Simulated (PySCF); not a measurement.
**[H···H···SiH2], singlet along the distance H1-H2**

Starting geometry:

```json
{"atom": "H", "x (Å)": "-2.4199", "y (Å)": "0.0549", "z (Å)": "0.0000"}
{"atom": "H", "x (Å)": "-1.6749", "y (Å)": "0.0549", "z (Å)": "0.0000"}
{"atom": "Si", "x (Å)": "0.0961", "y (Å)": "0.0549", "z (Å)": "0.0000"}
{"atom": "H", "x (Å)": "0.7083", "y (Å)": "-0.8194", "z (Å)": "1.0900"}
{"atom": "H", "x (Å)": "0.7083", "y (Å)": "-0.8194", "z (Å)": "-1.0900"}
```

From there atom H2 is moved from one fragment to the other while all else, the fragments' distance too, stays fixed; atoms are numbered as listed. Energies are in kJ/mol, counted from the starting geometry at the same level.

Basis 6-31G; PySCF 2.14.0. Correlated methods freeze the noble-gas cores. R marks a restricted (for open shells ROHF) determinant.

Full CI is exact within this basis and frozen core; it isn't the basis-set limit.

```
distance H1-H2 (Å)  full CI  unpaired electrons (full CI)  error RHF  error RMP2  error RCCSD  error RCCSD(T)  error RCCSDT  error RCCSDT(Q)
             0.693      1.6                          0.06       -5.0        -2.2         -0.3            -0.1           0.0              0.0
             0.745      0.0                          0.07        0.0         0.0          0.0             0.0           0.0              0.0
             0.792      5.9                          0.08        5.4         2.6          0.4             0.1           0.0              0.0
             0.840     16.8                          0.10       12.1         5.9          0.9             0.3           0.0              0.0
             0.887     30.3                          0.14       20.1        10.2          1.7             0.5           0.1              0.0
             0.934     45.4                          0.19       29.8        15.6          2.6             0.8           0.1              0.0
             0.981     61.3                          0.27       41.5        22.3          3.8             1.1           0.2              0.0
             1.029     78.1                          0.39       55.5        30.4          5.3             1.4           0.2              0.0
             1.076     95.2                          0.53       71.0        39.4          6.9             1.7           0.3              0.0
```

Unpaired electrons are Σ n²(2−n)² over natural occupations. Errors are those of relative energies. In total energy the starting point itself misses full CI by: RHF 247.5, RMP2 75.0, RCCSD 3.8, RCCSD(T) 1.2, RCCSDT 0.2, RCCSDT(Q) 0.1 kJ/mol.

Spread of the error over the points with a reference, to 1.076 Å (largest less smallest): RCCSDT(Q) 0.0, RCCSDT 0.3, RCCSD(T) 1.8, RCCSD 7.2, RMP2 41.6, RHF 76.0 kJ/mol.
